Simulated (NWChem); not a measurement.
**H2S (hydrogen sulfide): levels of theory compared**

Aim: a comparison of 4 runs (HF/STO-3G, HF/3-21G, B3LYP/6-31G*) of H2S (hydrogen sulfide). 

The results are computed with NWChem 7.3.0.

43 further runs of the same task are left out: 43 set aside as unsound or not needed.

## 1. The molecule

H2S has 3 atoms, charge 0, and is taken as a singlet. SMILES: `S`. The S1–H3 distance was set to 1.744 Å, away from the relaxed value.

Bond lengths: S1–H2 1.341 Å. A long bond or contact: S1–H3 1.744 Å.

## 2. The energy at HF/STO-3G (run 1)

Contents of run.py:

```python
from ase import Atoms
from ase.calculators.nwchem import NWChem

system = Atoms(['S', 'H', 'H'], positions=[
    [0.822132, -0.149665, 0.438938],
    [0.424532, 1.128635, 0.357438],
    [-0.593400, -0.717100, -0.406300],
])

calc = NWChem(
    label='h2s',
    theory='scf',
    memory='2200 mb',
    basis='STO-3G',
    basispar='spherical bse',
    scf={'nopen': '0', 'rhf': None, 'thresh': '1e-08', 'maxiter': '80'},
    task='energy',
)
system.calc = calc

print("Total energy (eV):", round(system.get_potential_energy(), 6))
print("dipole (e A):", system.get_dipole_moment().round(4))
```

The run is started by

```bash
export ASE_NWCHEM_COMMAND="nwchem PREFIX.nwi > PREFIX.nwo"
python run.py
```

The log of the run:

```text
Total energy (eV): -10727.813991
dipole (e A): [-0.1154  0.1181 -0.0511]
```

The calculator wrote h2s.nwi:

```
title "h2s"

permanent_dir h2s

scratch_dir h2s

start h2s

geometry units angstrom nocenter noautosym noautoz
  S  8.2213199999999997e-01 -1.4966499999999999e-01 4.3893799999999999e-01
  H  4.2453200000000002e-01 1.1286350000000001e+00 3.5743799999999998e-01
  H  -5.9340000000000004e-01 -7.1709999999999996e-01 -4.0629999999999999e-01
end

memory 2200 mb

basis spherical bse noprint
   * library STO-3G
end

scf
  nopen 0
  rhf
  thresh 1e-08
  maxiter 80
end

task scf energy
```

h2s.nwo:

```text
Northwest Computational Chemistry Package (NWChem) 7.3.0
             --------------------------------------------------------

           Job information
           ---------------

    nwchem branch   = 7.3.0
    use scalapack   = T
    input           = h2s.nwi
    prefix          = h2s.
    data base       = h2s/h2s.db
    status          = startup
    nproc           =        1

           Memory information
           ------------------

[... 5 lines left out ...]
    hardfail = no
[... 102 lines left out ...]
         Quadratically convergent ROHF
[... 14 lines left out ...]
       Final RHF  results
[... 4 lines left out ...]
      Two-electron energy =    165.317324475139
[... 20 lines left out ...]
                       ROHF Final Molecular Orbital Analysis
[... 92 lines left out ...]
       Multipole analysis of the density wrt the origin
       ------------------------------------------------

     L   x y z        total         open         nuclear
     -   - - -        -----         ----         -------
     0   0 0 0     -0.000000      0.000000     18.000000

     1   1 0 0     -0.218152      0.000000     24.538553
[... 8 lines of this table left out ...]
     2   0 0 2     -9.720801      0.000000     12.054152

 Task  times  cpu:        0.1s     wall:        0.1s
 Total times  cpu:        0.1s     wall:        0.1s
```

Wall time 1.5 s (1 thread of Intel Xeon Platinum 8488C (Sapphire Rapids), shared host); peak memory 0.097 GiB.

## 3. A single-point energy at HF/3-21G (run 2)

Contents of h2s.nw:

```
start h2s
memory 2200 mb

geometry units angstrom noautosym nocenter noautoz
 S     0.822132   -0.149665    0.438938
 H     0.424532    1.128635    0.357438
 H    -0.593400   -0.717100   -0.406300
end

basis spherical bse
 S library 3-21G
 H library 3-21G
end

scf
 thresh 1e-08
 maxiter 80
 print medium
end

task scf
```

The run is started by

```bash
nwchem h2s.nw > h2s.out
```

The log of the run:

```text
[...]
  functions       =    17
[...]
  wavefunction    = RHF
[...]
         Total SCF energy =   -396.666082468912
      One-electron energy =   -571.161918478611
      Two-electron energy =    163.090899001843
 Nuclear repulsion energy =     11.404937007857
        Time for solution =      0.1s
[...]
```

Run time: 1 s. Hardware: 1 thread of Intel Xeon Platinum 8488C (Sapphire Rapids), shared host; peak memory 0.097 GiB.

Run 3 isn't shown in full; the table further down has it.

## 4. A single-point energy at B3LYP/6-31G(d) (Cartesian functions) (run 4)

Contents of run.py:

```python
from ase import Atoms
from ase.calculators.nwchem import NWChem

system = Atoms(['S', 'H', 'H'], positions=[
    [0.822132, -0.149665, 0.438938],
    [0.424532, 1.128635, 0.357438],
    [-0.593400, -0.717100, -0.406300],
])

calc = NWChem(
    label='geom',
    theory='dft',
    memory='2200 mb',
    basis='6-31G*',
    dft={'xc': 'b3lyp', 'mult': '1', 'grid': 'xfine', 'convergence': 'energy 1e-08', 'iterations': '100', 'mulliken': None},
    task='energy',
)
system.calc = calc

e = system.get_potential_energy()
print(f"E = {e:.6f} eV")
print("dipole (e A):", system.get_dipole_moment().round(4))
```

The run is started by

```bash
export ASE_NWCHEM_COMMAND="nwchem PREFIX.nwi > PREFIX.nwo"
python run.py
```

The log of the run:

```text
E = -10866.754079 eV
dipole (e A): [-0.1986  0.1554 -0.0931]
```

The calculator wrote geom.nwi:

```
title "geom"

permanent_dir geom

scratch_dir geom

start geom

geometry units angstrom nocenter noautosym noautoz
  S  8.2213199999999997e-01 -1.4966499999999999e-01 4.3893799999999999e-01
  H  4.2453200000000002e-01 1.1286350000000001e+00 3.5743799999999998e-01
  H  -5.9340000000000004e-01 -7.1709999999999996e-01 -4.0629999999999999e-01
end

memory 2200 mb

basis noprint
   * library 6-31G*
end

dft
  xc b3lyp
  mult 1
  grid xfine
  convergence energy 1e-08
  iterations 100
  mulliken
end

task dft energy
```

geom.nwo:

```text
Northwest Computational Chemistry Package (NWChem) 7.3.0
             --------------------------------------------------------

           Job information
           ---------------

    nwchem branch   = 7.3.0
    use scalapack   = T
    input           = geom.nwi
    prefix          = geom.
    data base       = geom/geom.db
    status          = startup
    nproc           =        1

           Memory information
           ------------------

[... 5 lines left out ...]
    hardfail = no
[... 91 lines left out ...]
          Convergence on energy requested:  1.00D-08
[... 25 lines left out ...]
          Convergence Information
[... 30 lines left out ...]
 1-e energy   =    -572.911073
[... 34 lines left out ...]
      One electron energy =     -573.599815442705
[... 8 lines left out ...]
                       DFT Final Molecular Orbital Analysis
[... 203 lines left out ...]
     Multipole analysis of the density
     ---------------------------------

     L   x y z        total         alpha         beta         nuclear
     -   - - -        -----         -----         ----         -------
     0   0 0 0     -0.000000     -9.000000     -9.000000     18.000000

     1   1 0 0     -0.375224    -12.456889    -12.456889     24.538553
[... 8 lines of this table left out ...]
     2   0 0 2    -12.112803    -12.083477    -12.083477     12.054152

 Task  times  cpu:        2.1s     wall:        2.1s
 Total times  cpu:        2.1s     wall:        2.1s
```

It took 3.6 s on 1 thread of Intel Xeon Platinum 8488C (Sapphire Rapids), shared host; peak memory 0.12 GiB.

## 5. All runs side by side

```
run                               level  iteration cap  module  energy (Eh)  dipole moment (D)  HOMO energy (eV)  LUMO energy (eV)  wall time
  1                           HF/STO-3G             80     scf  -394.239896               0.83             -7.47              7.72      1.5 s
  2                            HF/3-21G             80     scf  -396.666082               1.68            -10.69              2.11        1 s
  3  B3LYP/6-31G* (spherical functions)            100     dft  -399.342915               1.29             -7.13             -1.86        3 s
  4  B3LYP/6-31G* (Cartesian functions)            100     dft  -399.345850               1.29             -7.13             -1.86      3.6 s
```

## 6. Outcome

```
            quantity          value
 run 4: total energy  -399.34585 Eh
run 4: dipole moment         1.29 D
  run 4: HOMO energy       -7.13 eV
  run 4: LUMO energy       -1.86 eV
run 4: HOMO–LUMO gap        5.27 eV
```

The dipole moment (its size) runs from 0.83 D (HF/STO-3G) to 1.68 D (HF/3-21G). The HOMO–LUMO gap runs from 5.27 eV (B3LYP/6-31G*) to 15.19 eV (HF/STO-3G). The two ends differ in method and basis. In run 1 the basis is minimal, so the values are rough. All runs together took 9.1 s, the longest 3.6 s.
